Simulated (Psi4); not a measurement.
# C2HNS (n.equiv.cchs): B3LYP/6-31G(d) (spherical functions)

Aim: the energy change on altering one bond length of C2HNS (n.equiv.cchs) at B3LYP/6-31G* (spherical functions), from 2 runs. 

Program for the calculation: Psi4 1.11.

3 further runs of the same task are left out: 1 that didn't finish, 2 set aside as unsound or not needed.

### Step 1. Starting point

C2HNS has 5 atoms, charge 0, and is taken as a singlet. As SMILES, `N#CC=S`. Geometry: relaxed at GFN2-xTB.

Bond lengths: N1–C2 1.148 Å, C2–C3 1.402 Å, C3–S4 1.624 Å, C3–H5 1.087 Å. Angles: N1–C2–C3 178.8°, C2–C3–S4 122.3°, C2–C3–H5 116.6°, S4–C3–H5 121.2°.

### Step 2. A single-point energy at B3LYP/6-31G(d) (spherical functions)

input.dat

```
memory 1600 mb

molecule system {
  N     -1.053360    -0.094360     1.733910
  C     -0.444470    -0.097610     0.760450
  C      0.295970    -0.071730    -0.429310
  S      0.387780     1.252240    -1.365740
  H      0.814090    -0.988550    -0.699310
  symmetry c1
}

set basis 6-31G*
set puream true
set e_convergence 1e-09
set d_convergence 1e-08
set scf_type pk
set dft_radial_points 99
set dft_spherical_points 590

E, wfn = energy("b3lyp", return_wfn=True)
oeprop(wfn, "QUADRUPOLE", "MULLIKEN_CHARGES", "MAYER_INDICES")
```

Run with:

```console
$ psi4 -i input.dat -o output.dat -n 1
```

output.dat:

```text
[...]
  Running in c1 symmetry.
[...]
  Nuclear repulsion =  117.364669668188697
[...]
  Multiplicity = 1
[...]
  Nalpha       = 18
  Nbeta        = 18
[...]
    Number of basis functions: 62
[...]
   @RKS iter   1:  -529.50642460377151   -2.82590e-01   9.34189e-03 ADIIS/DIIS
[...]
   @RKS iter  12:  -529.69214624479616   -1.36424e-12   6.61918e-09 DIIS
[...]
    Orbital Energies [Eh]
    ---------------------
    Doubly Occupied:
       1A    -88.896905     2A    -14.371410     3A    -10.304459
       4A    -10.254574     5A     -7.973362     6A     -5.936898
       7A     -5.935843     8A     -5.926144     9A     -0.945697
      10A     -0.853138    11A     -0.690870    12A     -0.551539
      13A     -0.449257    14A     -0.415675    15A     -0.392240
      16A     -0.361526    17A     -0.328563    18A     -0.266133
[...]
  @RKS Final Energy:  -529.69214624479616
   => Energetics <=
    Nuclear Repulsion Energy =            117.3646696681886965
    One-Electron Energy =                -959.1785243146416633
    Two-Electron Energy =                 347.4253369778073193
    DFT Exchange-Correlation Energy =     -35.3036285761505226
    Empirical Dispersion Energy =           0.0000000000000000
    VV10 Nonlocal Energy =                  0.0000000000000000
    Total Energy =                       -529.6921462447961630
[...]
 Multipole Moments:
 ------------------------------------------------------------------------------------
     Multipole            Electronic (a.u.)      Nuclear  (a.u.)        Total (a.u.)
 ------------------------------------------------------------------------------------
 L = 1.  Multiply by 2.5417464519 to convert [e a0] to [Debye]
 Dipole X            :         -0.2633655            0.8213372            0.5579717
 Dipole Y            :          0.9522640           -1.3765401           -0.4242760
 Dipole Z            :         -0.1574127           -0.4784753           -0.6358880
 Magnitude           :                                                    0.9464122
 L = 2.  Multiply by 1.3450342976 to convert [e a0^2] to [Debye ang]
 Quadrupole XX       :        -67.1581925           44.6694613          -22.4887313
 Quadrupole XY       :        -30.7808781           29.9463251           -0.8345530
[...]
  Mulliken Charges: (a.u.)
   Center  Symbol    Alpha    Beta     Spin     Total
       1     N     3.63662  3.63662  0.00000 -0.27323
       2     C     2.87319  2.87319  0.00000  0.25362
       3     C     3.12942  3.12942  0.00000 -0.25885
       4     S     7.97490  7.97490  0.00000  0.05020
       5     H     0.38587  0.38587  0.00000  0.22826
   Total alpha = 18.00000, Total beta = 18.00000, Total charge =  0.00000
  Mayer Bond Indices:
[...]
```

Run time: 9.6 s. Hardware: 1 thread of AMD EPYC 7R13 (Zen 3), shared host; peak memory 0.67 GiB.

### Step 3. The distorted shape at the same level

job.in

```
memory 1.6 GB

molecule m {
  N     -1.131064     0.043139     1.774403
  C     -0.522174     0.039889     0.800943
  C      0.218266     0.065769    -0.388817
  S      0.310076     1.389739    -1.325247
  H      0.814090    -0.988550    -0.699310
  symmetry c1
}

set {
  basis 6-31G*
  puream true
  e_convergence 1e-09
  d_convergence 1e-08
  scf_type pk
  dft_radial_points 99
  dft_spherical_points 590
}

energy_value, wavefunction = energy('b3lyp', return_wfn=True)
```

Run with:

```console
$ psi4 -n 1 job.in job.out
```

job.out:

```text
[...]
  Running in c1 symmetry.
[...]
  Nuclear repulsion =  116.664111689101446
[...]
  Multiplicity = 1
[...]
  Nalpha       = 18
  Nbeta        = 18
[...]
    Number of basis functions: 62
[...]
   @RKS iter   1:  -529.50027162979416   -3.29382e-01   9.17512e-03 DIIS/ADIIS
[...]
   @RKS iter  12:  -529.68079430358466   -2.04636e-12   8.15737e-09 DIIS
[...]
    Orbital Energies [Eh]
    ---------------------
    Doubly Occupied:
       1A    -88.898294     2A    -14.372239     3A    -10.317412
       4A    -10.256117     5A     -7.974662     6A     -5.938053
       7A     -5.937180     8A     -5.927572     9A     -0.946186
      10A     -0.849208    11A     -0.688271    12A     -0.522016
      13A     -0.448922    14A     -0.415873    15A     -0.392827
      16A     -0.359840    17A     -0.328868    18A     -0.266276
[...]
  @RKS Final Energy:  -529.68079430358466
   => Energetics <=
    Nuclear Repulsion Energy =            116.6641116891014462
    One-Electron Energy =                -957.8132818433092552
    Two-Electron Energy =                 346.7293178852780215
    DFT Exchange-Correlation Energy =     -35.2609420346548603
    Empirical Dispersion Energy =           0.0000000000000000
    VV10 Nonlocal Energy =                  0.0000000000000000
    Total Energy =                       -529.6807943035846620
[...]
 Multipole Moments:
 ------------------------------------------------------------------------------------
     Multipole            Electronic (a.u.)      Nuclear  (a.u.)        Total (a.u.)
 ------------------------------------------------------------------------------------
 L = 1.  Multiply by 2.5417464519 to convert [e a0] to [Debye]
 Dipole X            :         -0.3408443            0.8931221            0.5522779
 Dipole Y            :          1.1046191           -1.5035652           -0.3989461
 Dipole Z            :         -0.1260492           -0.5158838           -0.6419330
 Magnitude           :                                                    0.9360805
[...]
```

Wall time 8.1 s (1 thread of AMD EPYC 7R13 (Zen 3), shared host); peak memory 0.67 GiB.

### Step 4. Outcome

Level: B3LYP/6-31G* (spherical functions).

| quantity | value |
| --- | --- |
| first shape: total energy | -529.69215 Eh |
| first shape: dipole moment | 2.41 D |
| first shape: HOMO energy | -7.24 eV |
| first shape: LUMO energy | -3.94 eV |
| first shape: HOMO–LUMO gap | 3.30 eV |
| distorted shape: total energy | -529.68079 Eh |
| distorted shape: dipole moment | 2.38 D |
| distorted shape: HOMO energy | -7.25 eV |
| distorted shape: LUMO energy | -3.93 eV |
| distorted shape: HOMO–LUMO gap | 3.31 eV |
| energy change with the C3–H5 bond stretched from 1.087 to 1.250 Å | 0.309 eV |

With the C3–H5 bond stretched from 1.087 to 1.250 Å the energy rises by 0.31 eV (29.8 kJ/mol). The first shape isn't relaxed at this level, so the change isn't measured from a minimum. Mulliken charges (first shape) run from -0.27 on N1 to +0.25 on C2; they depend strongly on the basis.
